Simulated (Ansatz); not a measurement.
Results of PBE (plane waves, PAW; Ansatz, a quantum-chemistry and plane-wave program) for bcc Fe.

Numerical settings: plane-wave cutoff 520 eV, 32×32×32 k mesh, Fermi–Dirac smearing 0.041 eV (set by the program), spin-polarised with parallel moments, scalar-relativistic PAW data made under PBE.

The cell has the measured lattice: a = b = c = 2.866 Å, α = β = γ = 90.00°.

**Question.** What does this level give for the Poisson ratio, Young modulus, elastic constant C12, elastic constant C11 and elastic constant C44?

**Answer.** 
- Poisson ratio = 0.310
- Young modulus = 184 GPa
- elastic constant C12 = 123 GPa
- elastic constant C11 = 237 GPa
- elastic constant C44 = 80.6 GPa

Measured, for comparison: elastic constant C12 138 GPa (4 K, zero-point motion not removed, our sources range from 134 to 138; as tabulated in Sha and Cohen (2006), arXiv:cond-mat/0612308); elastic constant C11 243 GPa (4 K, zero-point motion not removed, our sources range from 236 to 243; as tabulated in Sha and Cohen (2006), arXiv:cond-mat/0612308); elastic constant C44 122 GPa (4 K, zero-point motion not removed; as tabulated in Sha and Cohen (2006), arXiv:cond-mat/0612308). Computed (rounded) less measured: elastic constant C12 -11 % (-8 % to -11 % over the range), elastic constant C11 -2 % (inside the range of the sources held), elastic constant C44 -34 %.

Note: the cell isn't this level's own, so it is under some stress, which shifts stiffness and frequencies.

Elastic constants are with the ions relaxed.

Computing time: around 7 core-minutes (rough).
